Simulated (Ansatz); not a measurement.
## Ansatz (development build ahead of 0.2.0) run

```yaml
crystal:
  periodic: [false, false, false]
  atoms:
    - { symbol: C, position_ang: [0.0, 0.0, 0.0] }
    - { symbol: H, position_ang: [0.0, 1.13295, 0.0] }
    - { symbol: H, position_ang: [0.934, -0.54, 0.0] }
    - { symbol: H, position_ang: [-0.934, -0.54, 0.0] }
basis:
  gaussian: { orbitals: cc-pVDZ }
magnetization:
  spin_polarized: true
  initial_magnetization: 1
hamiltonian:
  xc: hf
correlation:
  method: ccsd_t
  frozen_orbitals: { C: 1, H: 0 }
```

The input is written out in the form of the current development build from the run's settings.

Output:

```json
{
 "Converged": "yes",
 "Reference energy": "-39.56206 hartree",
 "CCSD correlation energy": "-0.15035 hartree",
 "Triples correction": "-0.00266 hartree",
 "Total energy": "-39.71507 hartree",
 "Spin squared of the determinant": "0.762"
}
```
